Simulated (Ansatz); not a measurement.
System (SMILES): [B](F)F, doublet.
Atoms: B1, F2, F3. Bonds: B1-F2, B1-F3.

Basis-set convergence of the harmonic zero-point energy at HF with Ansatz (a quantum-chemistry and plane-wave program). Each level at its own minimum, finite differences of forces, unscaled; the reference is a large set that could be run, not a limit. Cartesian d functions, on some or all atoms, in 6-31G**; all else is spherical. The program fits the integrals of some runs and decomposes those of others, by size. Open shells are unrestricted. No added dispersion term, no relativity. Reference: the value in def2-QZVPP, 4.75 kcal/mol. Deviations are taken from unrounded values.

```json
[
 {"basis": "STO-3G", "functions": "15", "harmonic zero-point energy (kcal/mol)": "5.10", "minus reference (kcal/mol)": "0.35"},
 {"basis": "3-21G", "functions": "27", "harmonic zero-point energy (kcal/mol)": "4.85", "minus reference (kcal/mol)": "0.10"},
 {"basis": "6-31G", "functions": "27", "harmonic zero-point energy (kcal/mol)": "4.39", "minus reference (kcal/mol)": "-0.36"},
 {"basis": "def2-SVP", "functions": "42", "harmonic zero-point energy (kcal/mol)": "4.74", "minus reference (kcal/mol)": "-0.01"},
 {"basis": "6-31G**", "functions": "45", "harmonic zero-point energy (kcal/mol)": "4.74", "minus reference (kcal/mol)": "-0.01"},
 {"basis": "6-311G**", "functions": "54", "harmonic zero-point energy (kcal/mol)": "4.66", "minus reference (kcal/mol)": "-0.09"},
 {"basis": "def2-TZVPP", "functions": "93", "harmonic zero-point energy (kcal/mol)": "4.76", "minus reference (kcal/mol)": "0.01"},
 {"basis": "cc-pCVTZ", "functions": "129", "harmonic zero-point energy (kcal/mol)": "4.77", "minus reference (kcal/mol)": "0.02"},
 {"basis": "def2-QZVPP", "functions": "171", "harmonic zero-point energy (kcal/mol)": "4.75", "minus reference (kcal/mol)": "0.00"}
]
```

The smallest set listed that lies within 0.05 kcal/mol of the reference with all its larger relatives (same family, alike in diffuse functions; a set with none counts only in the reference's own line) is def2-SVP (42 functions, -0.01 kcal/mol off). Inside the window by cancellation, since a larger relative falls out: 6-31G**. Inside, with no larger relative to test it: cc-pCVTZ.
